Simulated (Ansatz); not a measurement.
`C#CC(F)CCl`, charge 0, multiplicity 1.

Problem. Give a relaxed structure at PBE0-D4/def2-TZVP (the Gaussian-basis code of Ansatz). (An estimate is asked.)

Solution. The calculation gave: 
Cartesian coordinates in Å:
```
C 1.1466 0.0689 -1.9892
C 0.5871 -0.2717 -0.9859
C -0.0986 -0.6719 0.2317
F 0.7506 -1.4268 1.0267
C -0.5550 0.5062 1.0771
Cl -1.8327 1.4100 0.2503
H 1.6451 0.3695 -2.8808
H -0.9605 -1.3000 -0.0170
H -0.9581 0.1330 2.0170
H 0.2756 1.1828 1.2701
```
This is one stationary point; other conformers may exist.
